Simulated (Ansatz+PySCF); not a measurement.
Two shapes of singlet NF₃.

Shape 1:

```xyz
4

N     0.0000    0.0000    0.4672
F     1.2173    0.0000   -0.1211
F    -0.6087    1.0543   -0.1211
F    -0.6087   -1.0543   -0.1211
```

Shape 2:

```xyz
4

N     0.0000    0.0000    0.5046
F     1.3147    0.0000   -0.1308
F    -0.6574    1.1386   -0.1308
F    -0.6574   -1.1386   -0.1308
```

Basis set: def2-SVP (spherical functions). Frozen core: 4 orbitals. Charge 0, multiplicity 1.

Computed with Ansatz (development build ahead of 0.2.0); each method stands on the lowest determinant of its kind that the runs found.

(1) Which shape is lower in energy, and by how much in each method?

Results:

(1)

```csv
method,E(2) − E(1) (eV)
RHF,1.239
UHF,1.239
UHF-MP2,0.467
RHF-CCSD(T),0.377
UHF-CCSD(T),0.377
```

Shape 1 is lower.
